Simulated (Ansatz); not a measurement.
# CH5NO: small, medium and large basis sets

One table from this session's results is given with a row withheld; the runs are named, their logs left out.

Computed with Ansatz 0.2.0, Gaussian basis. Level: one geometry, several basis sets.

The runs, in order: PBE0-D4/def2-SVP; ωB97M-V/def2-SVP; PBE0-D4/def2-QZVPP; ωB97M-V/def2-QZVPP; CCSD(T)/cc-pV(D+d)Z; CCSD(T)/cc-pV(T+d)Z; CCSD(T)/cc-pV(Q+d)Z; the functionals' def2-TZVPP values are taken from earlier runs.

### The relaxed structure

The geometry comes from an earlier relaxation with PBE0-D4 in a triple-zeta def2 set; it is a stationary point, not always the lowest conformer.

SMILES `CON`, 8 atoms, charge 0, spin multiplicity 1.

Atoms are counted from 1 here; the program's logs count them from 0.

Bond lengths: C1–O2 1.406 Å, C1–H4 1.095 Å, C1–H5 1.095 Å, C1–H6 1.092 Å, O2–N3 1.417 Å, N3–H7 1.017 Å, N3–H8 1.017 Å. Angles: O2–C1–H4 111.5°, O2–C1–H5 111.5°, O2–C1–H6 106.0°, H4–C1–H5 108.8°, H4–C1–H6 109.5°, H5–C1–H6 109.5°, C1–O2–N3 108.7°, O2–N3–H7 104.6°, O2–N3–H8 104.6°, H7–N3–H8 106.1°.

Set-up of the first run:

Contents of in.yaml:

```yaml
crystal:
  periodic: [false, false, false]
  atoms:
    - {symbol: C, position_ang: [-0.635615, 0.746141, -0.298683]}
    - {symbol: O, position_ang: [0.120463, 0.121142, 0.708833]}
    - {symbol: N, position_ang: [0.779712, -1.002338, 0.150247]}
    - {symbol: H, position_ang: [-1.396928, 0.071874, -0.705811]}
    - {symbol: H, position_ang: [0.000706, 1.096857, -1.118480]}
    - {symbol: H, position_ang: [-1.121621, 1.600202, 0.176786]}
    - {symbol: H, position_ang: [1.763840, -0.849450, 0.355413]}
    - {symbol: H, position_ang: [0.489433, -1.784418, 0.731695]}
basis:
  gaussian: {orbitals: def2-SVP}
hamiltonian: {xc: pbe0, dispersion: d4}
output: {orbitals: {seedname: orbitals}}
```

Launch:

```console
ansatz run in.yaml --threads 2 --pin off --events-out ev --progress --plain --max-ram 32768MiB --backend cpu
```

Steps of the session up to this table: PBE0-D4 in def2-SVP; ωB97M-V in def2-SVP; PBE0-D4 in def2-QZVPP; ωB97M-V in def2-QZVPP.

One of the session's tables, all rows but one given; the rest of the session is left out.

It belongs to the step «Functionals by basis». 

```
functional       basis  HOMO (eV)  LUMO (eV)
   PBE0-D4    def2-SVP      -7.11       2.01
   PBE0-D4  def2-TZVPP      -7.41       1.20
   PBE0-D4  def2-QZVPP          ?          ?
   ωB97M-V    def2-SVP      -9.58       3.61
   ωB97M-V  def2-TZVPP      -9.89       2.54
   ωB97M-V  def2-QZVPP      -9.95       1.94
```

Q: Estimate the row for PBE0-D4, def2-QZVPP from the others.

The run gave: HOMO (eV): -7.48; LUMO (eV): 0.79. In the column «HOMO (eV)» it lies between ωB97M-V, def2-SVP (-9.58) and PBE0-D4, def2-TZVPP (-7.41).
